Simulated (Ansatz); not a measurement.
Working through a comparison of dispersion corrections of C2H7NO2, SMILES OCNCO

Computed with Ansatz 0.2.0, Python API.

At the Python prompt:
```pycon
>>> import ansatz as az
>>> system = (
...     az.Crystal.molecule()
...     .atom("O", (-1.2928, 0.7616, 0.062))
...     .atom("C", (-0.3282, 0.4708, 0.9729))
...     .atom("N", (0.8755, 0.227, 0.2539))
...     .atom("C", (0.9057, -0.9126, -0.607))
...     .atom("O", (0.1048, -0.5975, -1.7787))
...     .atom("H", (-2.1176, 1.0699, 0.5816))
...     .atom("H", (-0.1618, 1.3199, 1.6613))
...     .atom("H", (-0.5983, -0.3758, 1.5596))
...     .atom("H", (1.1152, 1.0482, -0.2772))
...     .atom("H", (0.3799, -1.7918, -0.093))
...     .atom("H", (1.829, -1.2133, -0.895))
...     .atom("H", (-0.6344, -0.0616, -1.4065))
... )
>>> setup = system.calculation().basis(gaussian="def2-SVP")
>>> for name in ["revpbe", "blyp"]:
...     for correction in ("d3bj", "d4"):
...         r = setup.functional(name, dispersion=correction).run(threads=1, pin="off").report
...         print(f"{name:8s} {correction:5s} total {r['free_energy_ev']:.5f} eV, of which dispersion {1000 * r['dispersion']['energy']['ev']:.2f} meV")
...
revpbe   d3bj  total -7763.36998 eV, of which dispersion -573.22 meV
revpbe   d4    total -7763.54077 eV, of which dispersion -744.01 meV
blyp     d3bj  total -7763.01389 eV, of which dispersion -438.14 meV
blyp     d4    total -7763.02940 eV, of which dispersion -453.65 meV
```

What to keep in mind:
- Total energies depend on the basis set; only differences at equal settings carry meaning.
- The geometry is a force-field or estimated start, not a minimum of this method, and the basis set is short of its limit. D4 holds the three-body term, and d3bj doesn't.
- Hardware and time: 10 s on 1 thread of Arm Neoverse V2, on a shared host, peak memory 0.19 GiB.
